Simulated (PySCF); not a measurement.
Species: C₃H₄FO (doublet state).
Z-matrix (Å and degrees, GFN2-xTB geometry), rows numbered from 1:
```
C 
C   1  1.4720
F   2  1.3380  1  116.91
C   2  1.4155  1  125.59  3  -179.98
O   4  1.2263  2  123.66  1    -0.00
H   1  1.0919  2  109.89  3  -121.66
H   1  1.0864  2  110.79  3     0.14
H   1  1.0919  2  109.88  3   121.96
H   4  1.1034  2  114.71  1  -180.00
```

The hyperfine couplings belong to this conformer and change with its torsions.

As a line formula: `C([C](F)C)=O` [radical].

The calculation used UKS B3LYP, pcH-1 on C F H O, non-relativistic, mean-field spin-orbit, GIAO (PySCF). The structure is a single GFN2-xTB conformer in the gas phase; no vibrational or solvent corrections. GFN2-xTB frequencies show an imaginary mode (119i cm⁻¹), so this geometry is no minimum at that level. Couplings are sensitive to structure, and on GFN2-xTB geometries they can be far from those on DFT ones. Stability of the SCF solution: not tested.

Principal values of hyperfine tensors in MHz (contact and dipolar terms together), for some of the nuclei:

| atom | isotope | A1 | A2 | A3 | alike by the symmetry of this geometry |
| --- | --- | --- | --- | --- | --- |
| H6 | 1H | 76.27 | 78.36 | 87.78 | H8 |
| C2 | 13C | 4.67 | 6.25 | 188.27 | none |
| C4 | 13C | -42.46 | -36.06 | -29.44 | none |
| C1 | 13C | -25.37 | -22.69 | -22.07 | none |
| O5 | 17O | -127.20 | 29.27 | 30.13 | none |
| H9 | 1H | -9.06 | -6.68 | 4.20 | none |
| H7 | 1H | -2.25 | -2.17 | 7.59 | none |

(1) Give the isotropic coupling of each nucleus in MHz and in mT (g = 2.0056), and the anisotropic part.

(2) What spin density at the nucleus of C1 lies behind its contact coupling (g_N = 1.40482)?

(3) F3 (19F, g_N = 5.25774) isn't in the table. Its spin density at the nucleus is 0.0289 bohr⁻³. What is its contact coupling?

(4) Which nucleus of the table has the largest anisotropic coupling, and what is its form?

(5) In a single crystal, with the field along each principal axis of the tensor of C2 in turn, what first-order splitting does this nucleus give (isotropic g, quadrupole terms neglected)?

Results:

(1) a_iso = (A1 + A2 + A3)/3, Ti = Ai − a_iso; 1 mT corresponds to 28.071 MHz.

```
atom  a_iso (MHz)  a_iso (mT)       T1      T2      T3
  H6        80.81       2.879    -4.53   -2.44    6.98
  C2        66.40       2.365   -61.73  -60.15  121.87
  C4       -35.99      -1.282    -6.47   -0.08    6.55
  C1       -23.38      -0.833    -2.00    0.69    1.31
  O5       -22.60      -0.805  -104.60   51.87   52.73
  H9        -3.85      -0.137    -5.21   -2.83    8.04
  H7         1.06       0.038    -3.31   -3.23    6.53
```

(2) a_FC = (2μ0/3) gₑ μB g_N μN ρ(0)/(2S·h) = 800.24 MHz × g_N × ρ(0)/(2S), with ρ in bohr⁻³. With a_FC = -23.38 MHz and 2S = 1, ρ(0) = -0.0208 bohr⁻³.

(3) By the same relation, a_FC = 121.6 MHz. Its full tensor has the principal values -109.17, -82.28, 556.24 MHz.

(4) C2: -61.7, -60.1, 121.9 MHz, axial, in the ratio −1:−1:+2, the form that spin in one p orbital centred on that nucleus gives.

(5) 2 lines (I = 1/2), spaced by |A_i|/(g × 13.996): 0.17, 0.22, 6.71 mT along the axes of A1, A2 and A3.

The run took 25 s of wall time (with the writing of density and orbital grids) on one thread, AMD EPYC (x86_64), no GPU (shared host), and the process peaked at 0.60 GiB of memory.
